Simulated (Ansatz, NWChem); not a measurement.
**Worked example: the enthalpy of formation of N2H3 (hydrazinyl radical)**

N2H3 has 5 atoms, charge 0, and is taken as a doublet. As SMILES, `[NH]N`. The coordinates come from a PBE0-D4/def2-TZVP relaxation. This is one conformer, not always the lowest.

Total energies at UHF/def2-TZVP (NWChem 7.3.0); the atoms run unrestricted:

```tsv
species	state	energy (Eh)
N2H3	doublet	-110.623728
N	quartet	-54.402747
H	doublet	-0.499810
```

Harmonic wavenumbers at UPBE0-D4/def2-TZVP, in cm⁻¹: 558, 706, 1145, 1284, 1486, 1668, 3451, 3514, 3657.

Measured heats of formation of the gaseous atoms at 298.15 K, in kJ/mol: N 472.4, H 218.0. Take 1 Eh = 2625.50 kJ/mol, 1 cm⁻¹ = 0.0119627 kJ/mol, RT = 2.479 kJ/mol.

**Question.** What heat of formation follows?

**Answer.** 
1. Electronic atomisation energy: 2 × (-54.402747) + 3 × (-0.499810) − (-110.623728) = 0.318804 Eh = 837.0 kJ/mol.
2. Zero-point energy: half the sum of the wavenumbers, 8734.5 cm⁻¹ = 104.5 kJ/mol.
3. Thermal vibrational enthalpy, Σ hcν̃/(exp(hcν̃/kT) − 1): 0.9 kJ/mol. Translation, rotation and pV of a non-linear molecule: 4 RT = 9.9 kJ/mol.
4. The 5 free atoms carry 5/2 RT each: 31.0 kJ/mol.
5. Atomisation enthalpy at 298 K: 837.0 − 104.5 − 0.9 − 9.9 + 31.0 = 752.7 kJ/mol.
6. Sum of the atoms' heats of formation: 1598.8 kJ/mol. Heat of formation: 1598.8 − 752.7 = +846.1 kJ/mol.

The tabulated value is +224.9 kJ/mol (Active Thermochemical Tables), so this level is off by +621.2 kJ/mol, or 45.2 % of the atomisation enthalpy that the table implies (1374.0 kJ/mol). Hartree–Fock leaves out correlation, which is larger in the molecule than in the atoms, so it underbinds and puts the heat of formation too high. Anharmonicity and any spin-orbit splitting of the molecule are left out.
